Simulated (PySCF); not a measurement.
Run record: geometry optimisation, `C=C=C`.

Computed with PBE0-D3(BJ)/def2-SVP geometry optimisation, gas phase (PySCF 2.14.0). Start geometry: GFN2-xTB. A driver script takes a list of jobs; this job's settings line and coordinates (Å) are shown.

Input:
```
{"job": {"xc": "PBE0", "basis": "def2-SVP", "d3": "d3bj", "grid": 1, "kind": "geom"}, "charge": 0, "multiplicity": 1}
C     -1.293069    -0.002339     0.003280
C      0.000387     0.000064    -0.003531
C      1.293966     0.003548    -0.010953
H     -1.857849     0.621929     0.677129
H     -1.862806    -0.628697    -0.664373
H      1.855612     0.677738    -0.637488
H      1.867094    -0.667338     0.608858
```

Output:
```
step   0  E = -116.42357855  max force = 0.008959
step   1  E = -116.42490072  max force = 0.001694
step   2  E = -116.42490465  max force = 0.000054
optimisation converged
```

Energies in Eh; «max force» is the largest Cartesian gradient component in Eh/bohr.

**Question.** Give the first gradient maximum in eV/Å.

**Answer.** With 1 Eh/bohr = 51.422 eV/Å, 0.461 eV/Å.

In short: final energy -116.42490 Eh after 2 steps; dipole 0.00 D.

**Question.** Give the final coordinates.

**Answer.** 0.020 Å rms from the input after alignment:
```
atom  x, y, z in Å
C1    -1.2871   -0.0463   -0.0392
C2     0.0205   -0.0431   -0.0467
C3     1.3281   -0.0399   -0.0542
H4    -1.8517    0.5899    0.6504
H5    -1.8566   -0.6851   -0.7223
H6     1.8898    0.6479   -0.6950
H7     1.9006   -0.7248    0.5799
```

**Question.** Estimate the wall time. Hardware: one thread, Intel Xeon Platinum 8259CL at 2.50 GHz (x86_64), shared host. And the peak memory of the process?

**Answer.** About 5.0 s, with 0.31 GiB resident at the peak, the Python interpreter and its libraries included.
Labels such as C1 count atoms from 1, the log's own numbers from 0.
